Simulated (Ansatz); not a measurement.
Interaction energy ladder

The pair of NH4⁺ (SMILES [NH4+], atoms 1–5) and CO (SMILES [C-]#[O+], atoms 6–7), both closed shells, in one local arrangement (a lower one may exist), relaxed at PBE0-D4/def2-TZVP:

```
7
angstrom
N 0.0243 -0.0114 -1.0083
H -0.8391 0.3934 -1.3773
H -0.0004 0.0003 0.0220
H 0.8223 0.5356 -1.3391
H 0.1143 -0.9747 -1.3390
C -0.0743 0.0342 3.0858
O -0.0470 0.0225 1.9557
```

Computed with Ansatz 0.2.0 (basis: def2-TZVPPD, with def2-QZVPPD for the basis limit); correlated methods freeze the cores. B3LYP uses VWN-RPA correlation. Extrapolation: Hartree–Fock as exp(−7.88 √X), correlation as X^−2.97. Interaction energies count from these two fragments, frozen as in the pair, with the counterpoise correction; negative means bound.

(1) What is the interaction energy by CCSD(T) at an estimated basis limit (MP2 extrapolated from triple and quadruple zeta, plus CCSD(T) − MP2 in triple zeta)? (To be estimated.)

(2) Which atoms make the shortest contact between the fragments?

The T1 diagnostic stays at or below 0.019.

## Answers

(1) Computed: -20.8 kJ/mol. Hartree–Fock alone gives -23.6 kJ/mol at the basis limit. It counts from the two fragments frozen as in the pair.

The same quantity by other methods in triple zeta, and each one's difference from that estimate:
```csv
method,E_int (kJ/mol),difference
PBE-D4,-21.0,-0.2
revPBE-D4,-19.0,1.8
BLYP-D4,-21.2,-0.4
r2SCAN-D4,-19.5,1.3
B97M-V,-22.4,-1.6
PBE0-D4,-22.5,-1.7
B3LYP-D4,-23.2,-2.4
HSE06-D4,-22.4,-1.6
wB97X-V,-21.5,-0.7
wB97M-V,-21.9,-1.1
B2PLYP,-19.2,1.6
HF,-23.3,-2.6
MP2,-15.7,5.1
CCSD,-19.7,1.0
CCSD(T),-19.4,1.4
```
Differences are method less estimate.

(2) H3 and O7, 1.93 Å apart.

Basis-set superposition shift (counterpoise-corrected less uncorrected): CCSD(T) 1.5; MP2 1.6; HF 0.1; PBE0-D4 0.2; wB97M-V 0.1 kJ/mol.

For scale, one of the runs: CCSD(T)/def2-TZVPPD, 182 basis functions, launched by `ansatz run in.yaml --threads 2 --pin off --events-out ev --progress --plain --max-ram 5222MiB`. The run took 30 s on 2 CPU threads (shared host), with 1.9 GiB of host memory at its peak.
